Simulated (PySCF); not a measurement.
**Magnesium: a sound run and one with changed settings**

Sound run: Mg [Ne] 3s2, Mg⁺ [Ne] 3s1. Computed with PySCF 2.14 in pcseg-2, with no relativity, point nucleus. The sound run starts from symmetry-adapted Hartree-Fock orbitals and uses a fine grid where one is needed.

Changed run: radial step 0.3 in ln r (0.13 in the sound run). This setting is unsound on purpose.

| species | method | sound run (hartree) | changed run (hartree) | converged |
| --- | --- | --- | --- | --- |
| Mg | UHF | -199.60382 | -199.60382 | yes |
| Mg | M06-2X | -200.05929 | -200.06425 | yes |
| Mg | TPSS | -200.08791 | -200.08820 | yes |
| Mg⁺ | UHF | -199.36124 | -199.36124 | yes |
| Mg⁺ | M06-2X | -199.77350 | -199.78174 | yes |
| Mg⁺ | TPSS | -199.81112 | -199.81094 | yes |

Ionisation energy of Mg:

```
method  sound run (eV)  changed run (eV)
   UHF           6.601             6.601
M06-2X           7.777             7.688
  TPSS           7.532             7.545
```

A coarse radial grid mis-integrates the density and the exchange-correlation energy, with errors of either sign; Hartree-Fock needs no grid.

For comparison, NIST gives 7.646 eV between the lowest levels.
